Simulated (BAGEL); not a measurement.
**N2O (nitrous oxide): a chain of runs**

Aim: the energy (HF/cc-pVDZ), then a single-point energy (NEVPT2(2,2)/cc-pVDZ), then the energy (CASPT2(2,2)/cc-pVDZ) of N2O (nitrous oxide). 

Program for the calculation: BAGEL 1.2.2.

1 further run of the same task is left out (set aside as unsound or not needed).

### 1 The system as given

The species is N2O (3 atoms), meant as a singlet with charge 0. SMILES: `N#[N+][O-]`. The N2–O3 distance was set to 2.231 Å, away from the relaxed value. At this shape a bond of the SMILES string is far longer than usual.

Bond lengths: N1–N2 1.118 Å. A long bond or contact: N2–O3 2.231 Å.

### 2 The energy at HF/cc-pVDZ (density fitting with svp-jkfit) (run 1)

input.json

```json
{ "bagel": [

{
  "title": "molecule",
  "basis": "cc-pvdz.json",
  "df_basis": "svp-jkfit",
  "angstrom": false,
  "geometry": [
    { "atom": "N", "xyz": [    -1.86578707,     3.65120599,    -0.61235441 ] },
    { "atom": "N", "xyz": [    -0.91468792,     1.79020370,    -0.30036063 ] },
    { "atom": "O", "xyz": [     0.98284656,    -1.92336325,     0.32257625 ] }
  ]
},

{ "title": "hf" },

{ "title": "print", "file": "orbitals.molden", "orbitals": true }

]}
```

The basis set cc-pVDZ is read from a file made from the Basis Set Exchange's data (not shown).

The run is started by

```sh
BAGEL_NUM_THREADS=1 BAGEL input.json > input.out
```

Output:

```text
* using 1 threads per process

  ===============================================================
  ===============================================================

  *** Geometry ***

  { "atom" : "N", "xyz" : [     -1.865787,      3.651206,     -0.612354 ] },
  { "atom" : "N", "xyz" : [     -0.914688,      1.790204,     -0.300361 ] },
  { "atom" : "O", "xyz" : [      0.982847,     -1.923363,      0.322576 ] },

  Number of auxiliary basis functions:      231

  Since a DF basis is specified, we compute 2- and 3-index integrals:
    o Being stored without compression. Storage requirement is 0.003 GB

  Number of basis functions:       42
  Number of electrons      :       22

    * METHOD: MOLECULE                             0.03

  *** RHF ***

  === Nuclear Repulsion ===
    45.3167472324

      * DIIS with orbital gradients will be used.

  === RHF iteration (cc-pvdz.json) ===
      0       -183.31754381          0.03098462           0.00
      1       -183.53193634          0.01477725           0.00
      2       -183.61258471          0.00437817           0.00
      3       -183.61913916          0.00220103           0.00
      4       -183.61995463          0.00067514           0.00
      5       -183.62007308          0.00011761           0.00
      6       -183.62007640          0.00001688           0.00
      7       -183.62007648          0.00000461           0.00
      8       -183.62007649          0.00000125           0.00
      9       -183.62007649          0.00000014           0.00
     10       -183.62007649          0.00000005           0.00
     11       -183.62007649          0.00000003           0.00
     12       -183.62007649          0.00000001           0.00
    * SCF iteration converged.

    * Permanent dipole moment:
           (    0.094398,    -0.184734,     0.030984) a.u.

    * METHOD: HF                                   0.09

    * METHOD: PRINT                                0.00

  ===============================================================
```

It took 0.24 s on 1 thread of Arm Neoverse V2, shared host.

### 3 A single-point energy at NEVPT2(2,2)/cc-pVDZ (density fitting with svp-jkfit) (run 2)

calc.json

```json
{ "bagel" : [

{
  "title" : "molecule",
  "basis" : "cc-pvdz.json",
  "df_basis" : "svp-jkfit",
  "angstrom" : false,
  "geometry" : [
    { "atom" : "N", "xyz" : [ -1.86578707,  3.65120599, -0.61235441 ] },
    { "atom" : "N", "xyz" : [ -0.91468792,  1.79020370, -0.30036063 ] },
    { "atom" : "O", "xyz" : [  0.98284656, -1.92336325,  0.32257625 ] }
  ]
},
{ "title" : "hf" },
{ "title" : "nevpt2", "nstate" : 1, "nact" : 2, "nclosed" : 10, "active" : [6, 12], "maxiter" : 200, "natocc" : true, "ncore" : 3 },
{ "title" : "print", "file" : "orbitals.molden", "orbitals" : true }

]}
```

The basis set cc-pVDZ is read from a file made from the Basis Set Exchange's data (not shown).

The run is started by

```sh
BAGEL_NUM_THREADS=1 BAGEL calc.json > calc.out
```

Output:

```text
* using 1 threads per process

  ===============================================================
  ===============================================================

  *** Geometry ***

  { "atom" : "N", "xyz" : [     -1.865787,      3.651206,     -0.612354 ] },
  { "atom" : "N", "xyz" : [     -0.914688,      1.790204,     -0.300361 ] },
  { "atom" : "O", "xyz" : [      0.982847,     -1.923363,      0.322576 ] },

  Number of auxiliary basis functions:      231

  Since a DF basis is specified, we compute 2- and 3-index integrals:
    o Being stored without compression. Storage requirement is 0.003 GB

  Number of basis functions:       42
  Number of electrons      :       22

    * METHOD: MOLECULE                             0.03

  *** RHF ***

  === Nuclear Repulsion ===
    45.3167472324

      * DIIS with orbital gradients will be used.

  === RHF iteration (cc-pvdz.json) ===
      0       -183.31754381          0.03098462           0.00
      1       -183.53193634          0.01477725           0.00
      2       -183.61258471          0.00437817           0.00
      3       -183.61913916          0.00220103           0.00
      4       -183.61995463          0.00067514           0.00
      5       -183.62007308          0.00011761           0.00
      6       -183.62007640          0.00001688           0.00
      7       -183.62007648          0.00000461           0.00
      8       -183.62007649          0.00000125           0.00
      9       -183.62007649          0.00000014           0.00
     10       -183.62007649          0.00000005           0.00
     11       -183.62007649          0.00000003           0.00
     12       -183.62007649          0.00000001           0.00
    * SCF iteration converged.

    * Permanent dipole moment:
           (    0.094398,    -0.184734,     0.030984) a.u.

    * METHOD: HF                                   0.09

    * freezing 3 orbitals
  ---------------------------
      CASSCF calculation
  ---------------------------

    ==== Active orbitals : =====
         Orbital 6
         Orbital 12
    ============================

    * nstate   :      1
    * nclosed  :     10
    * nact     :      2
    * nvirt    :     30
  === CASSCF iteration (cc-pvdz.json) ===

    * Using the second-order algorithm

      0  0      -183.62015968     6.69e-05      0.00

      1  0      -183.62682838     2.00e-03      0.02

      2  0      -183.63334266     2.14e-03      0.03

      3  0      -183.63864455     7.33e-04      0.03

      4  0      -183.63874525     5.81e-05      0.03

      5  0      -183.63874550     3.68e-06      0.03

      6  0      -183.63874550     3.38e-07      0.03

      7  0      -183.63874550     3.89e-08      0.03

      8  0      -183.63874550     4.72e-09      0.02

    * Second-order optimization converged. *

     guess   0:   closed 1.                   open ..

  === FCI iteration ===

      0  0      -183.61987802     8.47e-02      0.00
      1  0      -183.63874486     3.83e-04      0.00
      2  0 *    -183.63874550     6.67e-16      0.00

     * ci vector, state   0, <S^2> = 0.0000
       2.     0.9938601440
       .2    -0.1106436355

  === DF-NEVPT2 calculation ===

    * 3-index integral transformation done
    * assembly done

      NEVPT2 correlation energy:   -0.4262677220      0.02

          (+0)     -0.3702541614
          (+0)'    -0.0221256122
          (+1)     -0.0047856930
          (+1)'     0.0000000000
          (+2)     -0.0006402874
          (-1)     -0.0235837042
          (-1)'     0.0000000000
          (-2)     -0.0048782637

      NEVPT2 total energy:       -184.0650132270

    * METHOD: NEVPT2                               0.27

    * METHOD: PRINT                                0.00

  ===============================================================
```

Wall time 0.52 s (1 thread of Arm Neoverse V2, shared host).

### 4 A single-point energy at CASPT2(2,2)/cc-pVDZ (density fitting with svp-jkfit) (run 3)

calc.json

```json
{ "bagel": [

{
  "title": "molecule",
  "basis": "cc-pvdz.json",
  "df_basis": "svp-jkfit",
  "angstrom": false,
  "geometry": [
    { "atom": "N", "xyz": [    -1.86578707,     3.65120599,    -0.61235441 ] },
    { "atom": "N", "xyz": [    -0.91468792,     1.79020370,    -0.30036063 ] },
    { "atom": "O", "xyz": [     0.98284656,    -1.92336325,     0.32257625 ] }
  ]
},

{ "title": "hf" },

{ "title": "casscf", "nstate": 1, "nact": 2, "nclosed": 10, "active": [6, 12], "maxiter": 200, "natocc": true },

{ "title": "print", "file": "orbitals.molden", "orbitals": true },

{ "title": "smith", "method": "caspt2", "ms": true, "xms": true, "sssr": true, "shift": 0.2, "shift_imag": true, "ncore": 3 }

]}
```

The basis set cc-pVDZ is read from a file made from the Basis Set Exchange's data (not shown).

The run is started by

```sh
BAGEL_NUM_THREADS=1 BAGEL calc.json > calc.out
```

Output:

```text
* using 1 threads per process

  ===============================================================
  ===============================================================

  *** Geometry ***

  { "atom" : "N", "xyz" : [     -1.865787,      3.651206,     -0.612354 ] },
  { "atom" : "N", "xyz" : [     -0.914688,      1.790204,     -0.300361 ] },
  { "atom" : "O", "xyz" : [      0.982847,     -1.923363,      0.322576 ] },

  Number of auxiliary basis functions:      231

  Since a DF basis is specified, we compute 2- and 3-index integrals:
    o Being stored without compression. Storage requirement is 0.003 GB

  Number of basis functions:       42
  Number of electrons      :       22

    * METHOD: MOLECULE                             0.03

  *** RHF ***

  === Nuclear Repulsion ===
    45.3167472324

      * DIIS with orbital gradients will be used.

  === RHF iteration (cc-pvdz.json) ===
      0       -183.31754381          0.03098462           0.00
      1       -183.53193634          0.01477725           0.00
      2       -183.61258471          0.00437817           0.00
      3       -183.61913916          0.00220103           0.00
      4       -183.61995463          0.00067514           0.00
      5       -183.62007308          0.00011761           0.01
      6       -183.62007640          0.00001688           0.00
      7       -183.62007648          0.00000461           0.00
      8       -183.62007649          0.00000125           0.00
      9       -183.62007649          0.00000014           0.00
     10       -183.62007649          0.00000005           0.00
     11       -183.62007649          0.00000003           0.00
     12       -183.62007649          0.00000001           0.00
    * SCF iteration converged.

    * Permanent dipole moment:
           (    0.094398,    -0.184734,     0.030984) a.u.

    * METHOD: HF                                   0.09

  ---------------------------
      CASSCF calculation
  ---------------------------

    ==== Active orbitals : =====
         Orbital 6
         Orbital 12
    ============================

    * nstate   :      1
    * nclosed  :     10
    * nact     :      2
    * nvirt    :     30
  === CASSCF iteration (cc-pvdz.json) ===

    * Using the second-order algorithm

      0  0      -183.62015968     6.69e-05      0.00

      1  0      -183.62682838     2.00e-03      0.02

      2  0      -183.63334266     2.14e-03      0.03

      3  0      -183.63864455     7.33e-04      0.03

      4  0      -183.63874525     5.81e-05      0.03

      5  0      -183.63874550     3.68e-06      0.03

      6  0      -183.63874550     3.38e-07      0.03

      7  0      -183.63874550     3.89e-08      0.02

      8  0      -183.63874550     4.72e-09      0.02

    * Second-order optimization converged. *

     guess   0:   closed 1.                   open ..

  === FCI iteration ===

      0  0      -183.61987802     8.47e-02      0.00
      1  0      -183.63874486     3.83e-04      0.00
      2  0 *    -183.63874550     6.67e-16      0.00

     * ci vector, state   0, <S^2> = 0.0000
       2.     0.9938601440
       .2    -0.1106436355

    * METHOD: CASSCF                               0.23

    * METHOD: PRINT                                0.00

  === SMITH program ===

    * freezing 3 orbitals

    * Approximate memory requirement for SMITH calulation per MPI process:
      o Storage requirement for T-amplitude, lambda, and residual is 0.00 GB
      o Storage requirement for MO integrals is 0.00 GB
    * Calculating and saving rdm4f

    * Zeroth order energy : state  0       -2.4172885366

    * CASPT2 iteration is performed using orthogonal basis

      -------------------------------------------  CASPT2 iteration  ---------------------------------------------------
       #      aibj      arbs      arbi      airj      risj      airs      arst      rist         Etot      error   time
      ------------------------------------------------------------------------------------------------------------------

       0  -0.36868  -0.00553  -0.02389  -0.00510  -0.00104  -0.01943  -0.00000   0.00000   -0.4236749  0.0019553   0.01
       1  -0.36880  -0.00553  -0.02391  -0.00518  -0.00112  -0.01952  -0.00000  -0.00000   -0.4240700  0.0002719   0.01
       2  -0.36881  -0.00553  -0.02390  -0.00519  -0.00112  -0.01953   0.00000  -0.00000   -0.4240837  0.0000685   0.01
       3  -0.36881  -0.00553  -0.02391  -0.00518  -0.00113  -0.01952  -0.00000  -0.00000   -0.4240843  0.0000089   0.01
       4  -0.36881  -0.00553  -0.02391  -0.00518  -0.00113  -0.01952   0.00000  -0.00000   -0.4240844  0.0000010   0.01

      ------------------------------------------------------------------------------------------------------------------

    * CASPT2 energy : state  0     -184.0650072075
        w/o shift correction       -184.0628298611
        reference weight              0.8796127888

    * METHOD: SMITH                                0.07

  ===============================================================
```

Run time: 0.54 s. Hardware: 1 thread of Arm Neoverse V2, shared host.

### 5 Outcome

| quantity | value |
| --- | --- |
| run 1, HF/cc-pVDZ: total energy | -183.62008 Eh |
| run 1, HF/cc-pVDZ: dipole moment | 0.53 D |
| run 1, HF/cc-pVDZ: HOMO energy | -15.05 eV |
| run 1, HF/cc-pVDZ: LUMO energy | 1.11 eV |
| run 1, HF/cc-pVDZ: HOMO–LUMO gap | 16.17 eV |
| run 2, NEVPT2(2,2)/cc-pVDZ: total energy | -184.06501 Eh |
| run 3, CASPT2(2,2)/cc-pVDZ: total energy | -184.06501 Eh |
